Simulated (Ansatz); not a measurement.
Relaxation of H$_{5}$SSi$_{2}$ (8 atoms, charge 0, multiplicity 2), to a largest force component of 0.015 eV/Å in at most 40 steps.

Method: Ansatz 0.2.0, UKS revPBE/def2-SVP.

```xyz
8
Properties=species:S:1:pos:R:3
Si -1.205 0.907 -0.768
S -0.268 -0.930 -1.036
Si 0.764 -0.823 0.801
H -2.647 0.674 -0.496
H -0.718 1.584 0.457
H 1.566 -2.063 1.002
H -0.154 -0.667 1.925
H 1.758 0.353 0.791
```

Where does it end, and by what steps?

The run converged. The force dipped under the threshold on the way, but the program's further checks kept it going. After 23 steps the energy has fallen by 0.280 eV; H4 moved furthest, 1.06 Å.

```csv
step,energy less start (eV),largest force component (eV/Å),accepted
0,0.0000,1.525,yes
1,-0.2101,0.305,yes
2,-0.2260,0.108,yes
3,-0.2304,0.097,yes
4,-0.2342,0.071,yes
5,-0.2448,0.057,yes
6,-0.2462,0.261,yes
7,-0.2611,0.164,yes
8,-0.2610,0.313,no
9,-0.2660,0.050,yes
10,-0.2669,0.199,yes
11,-0.2737,0.043,yes
12,-0.2754,0.044,yes
13,-0.2763,0.127,yes
14,-0.2775,0.066,yes
15,-0.2775,0.157,no
16,-0.2782,0.033,yes
17,-0.2786,0.050,yes
18,-0.2787,0.093,yes
19,-0.2792,0.046,yes
20,-0.2794,0.017,yes
21,-0.2795,0.006,yes
22,-0.2796,0.005,yes
23,-0.2796,0.007,yes
```

```xyz
8
Properties=species:S:1:pos:R:3
Si -1.296 1.073 -0.575
S -0.539 -0.961 -0.654
Si 1.014 -0.894 0.876
H -2.513 1.077 -1.468
H -1.684 1.465 0.835
H 1.575 -2.286 0.928
H 0.440 -0.520 2.216
H 2.099 0.084 0.516
```

Time of the run: 30 s on 2 threads of Intel(R) Xeon(R) Platinum 8488C (Sapphire Rapids), with other jobs on the host, peak memory 0.19 GiB.
